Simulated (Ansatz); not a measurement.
Litharge PbO: PBE at its full settings (plane-wave cutoff 520 eV, 8×8×8 k mesh, Fermi–Dirac smearing 0.01 eV, scalar-relativistic PAW data made under PBE) and at cheaper ones, in a cell of 4 atoms with Γ-centred meshes.

```csv
level and setting,lattice parameter a (Å),lattice parameter c (Å),bulk modulus B0 (GPa)
PBE (Ansatz),4.056,5.616,6.8
PBE (2×2×2 k mesh) (Ansatz),4.083,5.239,15.8
PBE (4×4×4 k mesh) (Ansatz),4.056,5.641,6.6
PBE (6×6×6 k mesh) (Ansatz),4.056,5.616,6.8
PBE (Fermi-Dirac smearing of 0.3 eV) (Ansatz),4.059,5.601,6.8
```

Largest shifts from the full settings: lattice constant a +0.67 % (PBE (2×2×2 k mesh)), against a difference of +2.04 % of the full result from the reference 3.975 Å (measured, room temperature, no zero-point or thermal correction, sources range from 3.964 to 3.975; as tabulated in Canepa et al. (2012), arXiv:1204.2842); lattice parameter c -6.71 % (PBE (2×2×2 k mesh)), against a difference of +11.8 % of the full result from the reference 5.023 Å (measured, room temperature, not corrected to a static lattice, sources range from 4.995 to 5.023; as tabulated in Canepa et al. (2012), arXiv:1204.2842); bulk modulus +132 % (PBE (2×2×2 k mesh)), against a difference of -71 % of the full result from the reference 23.1 GPa (measured, temperature not stated, no zero-point or thermal correction; as tabulated in Canepa et al. (2012), arXiv:1204.2842).

Caveats: the cell comes from a level without a dispersion term, which matters for the spacing of layers, chains or molecules (PBE, PBE (2×2×2 k mesh), PBE (4×4×4 k mesh), PBE (6×6×6 k mesh), PBE (Fermi-Dirac smearing of 0.3 eV)). Ansatz's density-functional and Hartree–Fock values are scalar-relativistic unless marked +SOC, with PAW data made under PBE.

Run with cheap settings on purpose, which may leave them unconverged: PBE (2×2×2 k mesh), PBE (4×4×4 k mesh), PBE (6×6×6 k mesh), PBE (Fermi-Dirac smearing of 0.3 eV).

Ansatz is a program for electronic structure.
